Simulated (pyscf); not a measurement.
H₃C–CH₃ (SMILES CC) + •H₂Si–Cl (SMILES [SiH2]Cl) → •H₂C–CH₃ (SMILES [CH2]C) + H₃Si–Cl (SMILES [SiH3]Cl) (hydrogen abstraction; doublet surface; C–H broken, H–Si formed). Optimised with ωB97X-D3(BJ)/def2-SVP in PySCF. Rate constants from transition-state theory, ωB97M-D3(BJ)/def2-TZVP energies (ideal gas, 1 atm, RRHO with modes under 100 cm⁻¹ raised to 100, one conformer, R ln 2 for chiral ones without a mode under 150 cm⁻¹; no tunnelling), k in cm³ molecule⁻¹ s⁻¹.

| T (K) | 1000/T | log10 k |
|---|---|---|
| 298 | 3.354 | -24.95 |
| 600 | 1.667 | -18.37 |
| 900 | 1.111 | -15.89 |
| 1200 | 0.833 | ? |

**Question.** Fit an Arrhenius line to the three values, give the activation energy, and predict k at 1200 K.

**Answer.** Least squares gives log10 k = -11.55 − 4.01 × 1000/T, so Ea = 4.01 × ln 10 × 1.987 = 18.3 kcal/mol, against an electronic barrier of 19.4. At 1200 K the line gives -14.89; the computed value is -14.51 (ΔG‡ = 50.1 kcal/mol), a factor 2.4 over the line, since the plot is curved. One saddle was located; it need not be the lowest between these sides. The angle at the transferred H is 163°.
